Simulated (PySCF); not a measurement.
These are M06-2X/def2-TZVP // B3LYP-D3(BJ)/def2-SVP in PySCF values and carry that method's errors. All species are isolated molecules in the gas phase. Delta-SCF ions had no search for a lower state. Excitations are Tamm–Dancoff values on a coarser integration grid. The basis has no diffuse functions, so Rydberg states are missing or too high.

Reference species (SMILES): `CN(C)C` (neutral, multiplicity 1).

S1 excitation (TDA): 6.42 eV
vertical ionisation energy (Delta-SCF): 8.43 eV
HOMO–LUMO gap: 9.24 eV
T1 excitation (TDA): 6.30 eV

After one change: the S1 excitation (TDA) increases by 1.46 eV; the vertical ionisation energy (Delta-SCF) increases by 1.72 eV; the HOMO–LUMO gap increases by 1.84 eV; the T1 excitation (TDA) goes up by 1.28 eV.

Q: Which change was made? The new species is one of these.
A. `c1ccncc1`
B. `COC`
C. `CC#N`
D. `CO`

A: B, `COC`
